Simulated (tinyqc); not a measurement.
The basis set: RHF and MP2 along a ladder of basis sets, for H2O, spin multiplicity 1. Computed by the program tinyqc with PySCF. Same geometry throughout; the dipole is taken about the origin.

Geometry (angstrom):
```
atom,x,y,z
O,0.0000,0.0000,0.0000
H,0.0000,0.7220,0.5450
H,0.0000,-0.7220,0.5450
```

RHF and frozen-core MP2 in a ladder of bases:
```
basis,functions,E(RHF) (hartree),E(MP2 corr) (hartree),HOMO (eV),LUMO (eV),dipole (debye)
sto-3g,7,-74.946956,-0.031132,-10.7412,17.8917,1.7820
3-21g,13,-75.577060,-0.116939,-13.1092,7.6160,2.3991
6-31g,13,-75.979058,-0.122878,-13.7176,5.8731,2.5822
6-31g**,24,-76.019533,-0.190546,-13.6147,6.1767,2.1107
cc-pvdz,24,-76.022891,-0.197822,-13.5236,5.2863,1.9824
aug-cc-pvdz,41,-76.038124,-0.214728,-13.9821,0.9895,1.9331
cc-pvtz,58,-76.054628,-0.257650,-13.8438,4.0144,1.9594
```

What does the comparison show, and why?

From cc-pVDZ to cc-pVTZ the RHF energy falls by 31.7 mhartree and the correlation energy by 59.8. If valence correlation converges as X^-3, (27 E(T) - 8 E(D))/19 gives -0.2828 hartree, a rough estimate from such small X that usually falls short; STO-3G holds about 11 % of it. Beyond STO-3G the LUMO moves by 6.6 eV and the HOMO by 0.9 eV; diffuse functions lower the positive LUMO sharply, since an unbound virtual level tracks the most diffuse function.
